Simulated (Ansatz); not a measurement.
System: GeS (Pnma, No. 62). Method: RPBE (Ansatz, a first-principles code, PAW).

Numerical settings: plane-wave cutoff 520 eV, 16×14×6 k mesh (along the axes of the cell as run), Fermi–Dirac smearing 0.05 eV, scalar-relativistic PAW data made under PBE.

Cell (relaxed at this level):

```
GeS
1.0
    3.61622     0.00000     0.00000
    0.00000     4.94171     0.00000
    0.00000     0.00000    15.07633
Ge S
4 4
Direct
  0.25000   0.33885   0.33671
  0.25000   0.16115   0.83671
  0.75000   0.66115   0.66329
  0.75000   0.83885   0.16329
  0.25000   0.50941   0.18322
  0.25000   0.99059   0.68322
  0.75000   0.49059   0.81678
  0.75000   0.00941   0.31678
```

**Question.** What does this level give for the band gap?

**Answer.** 
* **band gap**: 1.75 eV (on the SCF k mesh)

Measured, for comparison: band gap 1.65 eV (room temperature, not corrected to a static lattice, our sources range from 1.58 to 1.65; as tabulated in Setten et al. (2017), arXiv:1709.07349).

Note: for a layered or molecular solid the relaxed cell lies over 5 % above the published volume, where the minimum can be shallow; the cell comes from a level without a dispersion term, which matters for the spacing of layers, chains or molecules; the volume lies 64 % above that of the published cell.

Spin–orbit coupling is not included.

The computed numbers hold no vibrational or temperature effects.

Cost on a shared machine: about 5 core-hours (a rough figure).
